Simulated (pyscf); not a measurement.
Four-centre exchange: H₃C–In(CH₃)–NH₂ + NH₃ → CH₄ + H₃C–In(NH₂)–NH₂

Gas phase, singlet surface, charge 0. Bonds broken: C1–In2, N13–H14. Bonds formed: C1–H14, In2–N13. PySCF, gas phase, ωB97X-D3(BJ)/def2-SVP geometries.

Transition state (Å):

```xyz
16

C      1.0315    -0.1175     0.7043
In    -1.2574     0.4791    -0.0963
C     -1.9485    -1.0988    -1.3677
N     -2.2677     1.4694     1.3745
H      0.4519    -1.0013     1.0448
H      1.4262     0.3532     1.6205
H      1.8768    -0.5479     0.1396
H     -1.1310    -1.4370    -2.0214
H     -2.7819    -0.7505    -1.9963
H     -2.2972    -1.9561    -0.7729
H     -2.8889     0.9176     1.9612
H     -1.7133     2.0652     1.9850
N      0.1992     1.8777    -0.9558
H      0.7904     0.9837    -0.1808
H      0.4122     1.8672    -1.9534
H      0.2000     2.8475    -0.6383
```

One imaginary mode, 1578i cm⁻¹; descent along it reached the two sides named, in the forms told below.

```csv
bond,change,reactant side (Å),saddle,product side
C1–In2,breaks,2.165,2.497,3.2
N13–H14,breaks,1.019,1.323,2.8
C1–H14,forms,3.6,1.433,1.101
In2–N13,forms,2.388,2.195,2.038
```

Electronic energies relative to the separated reactants (kJ/mol):

```tsv
level	barrier	reaction energy	reverse barrier
ωB97X-D3(BJ)/def2-TZVP	93.3	-33.1	126.4
PBE/def2-TZVP	85.7	-30.5	116.1
r²SCAN/def2-TZVP	82.4	-34.2	116.6
B3LYP-D3(BJ)/def2-TZVP	96.3	-34.1	130.4
PBE0-D3(BJ)/def2-TZVP	86.8	-29.8	116.6
M06-2X/def2-TZVP	85.1	-39.1	124.2
ωB97M-D3(BJ)/def2-TZVP	100.1	-32.3	132.4
HF/def2-TZVP	158.9	-41.4	200.2
```

With ωB97M-D3(BJ)/def2-TZVP energies and thermal terms (ideal gas, 1 atm, RRHO with modes under 100 cm⁻¹ raised to 100, one conformer, R ln 2 for chiral ones without a mode under 150 cm⁻¹), in kJ/mol:

```
T (K)   ΔH‡    ΔG‡     ΔH     ΔG
-----  ----  -----  -----  -----
298    90.2  135.8  -33.7  -30.4
600    92.3  181.4  -33.6  -27.2
900    95.8  225.3  -33.6  -24.0
1200   99.6  267.9  -33.5  -20.8
```

On the reactant side the descent ends in an adduct with a In–N contact, 77.0 kJ/mol under the separated species and 170.3 kJ/mol under the saddle at ωB97X-D3(BJ)/def2-TZVP. What is counted as formed (In–N) is already present as a longer contact in the reactant adduct; forming that adduct is a step of its own. This is the saddle that the search found; another between the same sides may lie lower. Elements past Kr carry the def2 core potentials, without spin-orbit coupling.
